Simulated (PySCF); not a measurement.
# P2H2 (phosphanylidenephosphane): NEVPT2(12,10)/STO-3G

Aim: the vertical ionisation energy of P2H2 (phosphanylidenephosphane) at NEVPT2(12,10)/STO-3G, from 2 runs. The job is set up through a Python script.

Program for the calculation: PySCF 2.14.0.

8 further runs of the same task are left out: 8 set aside as unsound or not needed.

### Step 1. Starting point

P2H2 has 4 atoms, charge 0, and is taken as a singlet. As SMILES, `[H]/P=P/[H]`. Geometry: relaxed at GFN2-xTB.

Bond lengths: P1–P2 2.016 Å, P1–H3 1.403 Å, P2–H4 1.403 Å. Angles: P1–P2–H4 94.8°, P2–P1–H3 94.8°.

### Step 2. The energy at NEVPT2(12,10)/STO-3G

Contents of input.py:

```python
import numpy
from pyscf import gto, scf, mp, mcscf, mrpt

mol = gto.Mole()
mol.atom = 'P -0.024370 -1.003630 0.088350; P 0.024420 1.003540 -0.088260; H 1.037260 -1.067570 1.003320; H -1.037310 1.067660 -1.003410'
mol.max_memory = 1860
mol.basis = 'sto-3g'
mol.verbose = 3
mol.build()

hf = scf.RHF(mol)
hf.conv_tol = 1e-10
hf.kernel()
if not hf.converged:
    hf = hf.newton().run(hf.mo_coeff, hf.mo_occ)

pt = mp.MP2(scf.addons.convert_to_uhf(hf)).run()
noons, natorbs = mcscf.addons.make_natural_orbitals(pt)
print('natural occupations', numpy.round(noons[:40], 4))
cas = mcscf.CASSCF(hf, 10, 12)
cas.fix_spin_(ss=0.0)
cas.natorb = True
cas.kernel(natorbs)
e_pt2 = mrpt.NEVPT(cas).kernel()
e_final = cas.e_tot + e_pt2
print('Final energy', e_final)
```

The run is started by

```console
OMP_NUM_THREADS=1 python input.py
```

The log of the run:

```text
converged SCF energy = -674.920235966183
E(UMP2) = -675.02704974164  E_corr = -0.10681377545712
E(SCS-UMP2) = -675.03398813045  E_corr = -0.113752164266972
natural occupations [2.     2.     2.     2.     1.9999 1.9999 1.9999 1.9999 1.9999 1.9999
 1.9956 1.9934 1.9858 1.9854 1.964  1.9077 0.0982 0.0387 0.0163 0.0155]
CASSCF energy = -675.052421983786
CASCI E = -675.052421983786  E(CI) = -26.1987736536739  S^2 = 0.0000000
Sr    (-1)',   E = -0.00000000000000
Si    (+1)',   E = -0.00040041680529
Sijrs (0)  ,   E = 0.00000000000000
Sijr  (+1) ,   E = -0.00000000000000
Srsi  (-1) ,   E = -0.00000000000000
Srs   (-2) ,   E = 0.00000000000000
Sij   (+2) ,   E = -0.00184228080138
Sir   (0)' ,   E = -0.00000000000000
Nevpt2 Energy = -0.002242697606665
Final energy -675.0546646813928
```

Run time: 7.5 s. Hardware: 1 thread of AMD EPYC 9R45 (Zen 5), shared host; peak memory 0.17 GiB.

### Step 3. The doublet cation, same level

Contents of input.py:

```python
import numpy
from pyscf import gto, scf, mp, mcscf, mrpt

mol = gto.M(
    atom=[
    ('P', (-0.024370, -1.003630, 0.088350)),
    ('P', (0.024420, 1.003540, -0.088260)),
    ('H', (1.037260, -1.067570, 1.003320)),
    ('H', (-1.037310, 1.067660, -1.003410)),
],
    charge=1,
    max_memory=1860,
    spin=1,
    verbose=3,
    basis='sto-3g',
)

calc0 = scf.ROHF(mol)
calc0.conv_tol = 1e-10
calc0.kernel()
if not calc0.converged:
    calc0 = calc0.newton().run(calc0.mo_coeff, calc0.mo_occ)

pt = mp.MP2(scf.addons.convert_to_uhf(calc0)).run()
noons, natorbs = mcscf.addons.make_natural_orbitals(pt)
print('natural occupations', numpy.round(noons[:40], 4))
cas = mcscf.CASSCF(calc0, 10, 11)
cas.fix_spin_(ss=0.75)
cas.natorb = True
cas.kernel(natorbs)
e_pt2 = mrpt.NEVPT(cas).kernel()
e_final = cas.e_tot + e_pt2
print('Final energy', e_final)
```

The run is started by

```console
OMP_NUM_THREADS=1 python input.py
```

The log of the run:

```text
converged SCF energy = -674.692989801648
E(UMP2) = -674.817588025496  E_corr = -0.124598223848003
E(SCS-UMP2) = -674.822550772101  E_corr = -0.129560970453244
natural occupations [2.     2.     2.     2.     1.9999 1.9999 1.9999 1.9999 1.9999 1.9999
 1.9939 1.9869 1.975  1.9565 1.8889 1.0196 0.1158 0.0332 0.0165 0.0142]
CASSCF energy = -674.845901220990
CASCI E = -674.845901220990  E(CI) = -25.9865486619290  S^2 = 0.7500000
Sr    (-1)',   E = -0.00000000000000
Si    (+1)',   E = -0.00049312959270
Sijrs (0)  ,   E = 0.00000000000000
Sijr  (+1) ,   E = -0.00000000000000
Srsi  (-1) ,   E = -0.00000000000000
Srs   (-2) ,   E = 0.00000000000000
Sij   (+2) ,   E = -0.00209338373092
Sir   (0)' ,   E = -0.00000000000000
Nevpt2 Energy = -0.002586513323622
Final energy -674.8484877343137
```

Wall time 9.6 s (1 thread of AMD EPYC 9R45 (Zen 5), shared host); peak memory 0.17 GiB.

### Step 4. Outcome

At NEVPT2(12,10)/STO-3G:

```
                                           quantity          value
                         singlet P2H2: total energy  -675.05466 Eh
 singlet P2H2: dipole moment (Hartree–Fock density)         0.00 D
  singlet P2H2: HOMO energy (Hartree–Fock orbitals)       -5.86 eV
  singlet P2H2: LUMO energy (Hartree–Fock orbitals)        4.98 eV
singlet P2H2: HOMO–LUMO gap (Hartree–Fock orbitals)       10.84 eV
                       doublet cation: total energy  -674.84849 Eh
 vertical ionisation energy (to the doublet cation)       5.610 eV
```

**Reading.** The vertical ionisation energy comes to 5.61 eV (541 kJ/mol). In a minimal basis such a difference can be off by several eV, whatever the method. Mulliken charges (doublet cation) of the mean-field density run from +0.00 on H3 to +0.50 on P1; they depend strongly on the basis.
